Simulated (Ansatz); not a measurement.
Geometry optimisation, RKS PBE0-D4/def2-SVP (Ansatz 0.2.0).

Input file:

```yaml
crystal:
  periodic: [false, false, false]
  atoms:
    - { symbol: B, position_ang: [-0.833229, -0.774337, 0.441273] }
    - { symbol: H, position_ang: [1.295032, 0.093486, 1.093089] }
    - { symbol: O, position_ang: [1.555321, 0.223853, 0.152312] }
    - { symbol: H, position_ang: [1.908604, -0.64858, -0.065954] }
    - { symbol: C, position_ang: [-1.447301, -0.097788, -0.797227] }
    - { symbol: H, position_ang: [-2.454809, -0.498587, -0.998318] }
    - { symbol: H, position_ang: [-1.514671, 0.984118, -0.58166] }
    - { symbol: H, position_ang: [-0.796646, -0.234065, -1.677415] }
basis:
  gaussian: { orbitals: def2-SVP }
hamiltonian:
  xc: pbe0
  dispersion: d4
relax:
  f_tol: 0.03
  max_steps: 50
```

Launched with:

```bash
$ ansatz run input.yaml --threads 1 --pin off --max-ram 2048MiB --backend cpu --events-out ev --progress --plain --runs-dir out
```

Problem. Where does it end, and by what steps?

Solution. It converged. After 9 steps the energy has fallen by 0.040 eV; O3 moved furthest, 0.30 Å.

```json
{"step": "0", "energy less start (eV)": "0.0000", "largest force component (eV/Å)": "0.760", "accepted": "yes"}
{"step": "1", "energy less start (eV)": "-0.0207", "largest force component (eV/Å)": "0.289", "accepted": "yes"}
{"step": "2", "energy less start (eV)": "-0.0138", "largest force component (eV/Å)": "1.085", "accepted": "no"}
{"step": "3", "energy less start (eV)": "-0.0307", "largest force component (eV/Å)": "0.181", "accepted": "yes"}
{"step": "4", "energy less start (eV)": "-0.0364", "largest force component (eV/Å)": "0.048", "accepted": "yes"}
{"step": "5", "energy less start (eV)": "-0.0343", "largest force component (eV/Å)": "0.612", "accepted": "no"}
{"step": "6", "energy less start (eV)": "-0.0381", "largest force component (eV/Å)": "0.053", "accepted": "yes"}
{"step": "7", "energy less start (eV)": "-0.0395", "largest force component (eV/Å)": "0.178", "accepted": "yes"}
{"step": "8", "energy less start (eV)": "-0.0401", "largest force component (eV/Å)": "0.106", "accepted": "yes"}
{"step": "9", "energy less start (eV)": "-0.0405", "largest force component (eV/Å)": "0.024", "accepted": "yes"}
```

```xyz
8
Properties=species:S:1:pos:R:3
B -0.672 -0.772 0.433
H 1.239 -0.034 1.147
O 1.266 0.229 0.212
H 1.761 -0.501 -0.188
C -1.351 -0.098 -0.785
H -2.398 -0.433 -0.878
H -1.325 0.999 -0.658
H -0.809 -0.341 -1.717
```

Whether the end is a true minimum wasn't checked by a vibrational analysis.

Time of the run: 21 s on 1 thread of Arm Neoverse V1, with other jobs on the host, peak memory 0.13 GiB.
